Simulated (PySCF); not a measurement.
**Static response to an electric field**

Species: HCN.
SMILES with atom numbers: `[CH:1]#[N:2]` (hydrogens: H3 on C1)

Structure used (PBE0-D3(BJ)/def2-TZVP), in Å, numbered top down from 1:
```
atom  x, y, z in Å
C1    -0.011   -0.071   -0.019
N2     1.075    0.268   -0.156
H3    -1.024   -0.387    0.109
```

Level: CAM-B3LYP/aug-cc-pVTZ (PySCF), static field, nuclei fixed, core orbitals frozen in the response. The polarisability tensor in these axes (au):

```
x   21.79  2.37 -0.96
y    2.37 14.92 -0.30
z   -0.96 -0.30 14.30
```

Q: What are the eigenvalues, a third of the trace, and Δα (Δα² = ½Σ(αi − αj)² over the three pairs)?

A: Principal values 14.18, 14.18 and 22.65 au; mean 17.00 au = 2.52 Å³ = 2.80 × 10⁻⁴⁰ C²·m²/J; Δα = 8.46 au (50 % of the mean).

Q: What is the dipole moment, and where does it point?

A: (-2.94, -0.92, 0.37) D, 3.10 D in size, pointing from the negative to the positive side. Measured along this direction, the outermost atoms are N2 at the negative end and H3 at the positive end.

Q: How large is μ²/3kT at 298 K beside α?

A: In Gaussian units μ²/3kT = 77.90 Å³ against 2.52 Å³, a ratio of 30.91; the Debye molar polarisation (4π/3)N_A(α + μ²/3kT) is 202.9 cm³/mol, leaving out the vibrational part.

Q: Find the Langevin capture rate constant for H3+ (3.023 u) meeting this molecule (27.011 u), k = 2.342 × 10⁻⁹ cm³/s × √(α in Å³ / reduced mass in u).

A: The reduced mass is 2.72 u, so k = 2.25 × 10⁻⁹ cm³/s. The formula leaves out the permanent dipole, which adds to the capture rate.

Q: What are the principal values of the traceless quadrupole moment, Θ = ½Σq(3rr − r²1), about the centre of nuclear charge?

A: -1.01, -1.01, 2.02 D·Å. The values depend on the origin, since the dipole doesn't vanish. The electronic extent ⟨r²⟩ about the same centre is 50 bohr², a root-mean-square distance of 1.00 Å for the 14 electrons.

Q: Estimate the molar refractivity from the static electronic polarisability.

A: Lorentz–Lorenz: R = (4π/3)N_A α = 2.5225 cm³/(mol·Å³) × 2.52 Å³ = 6.4 cm³/mol, in the limit of long wavelengths.

Isolated species at its PBE0-D3(BJ)/def2-TZVP geometry, gas phase.
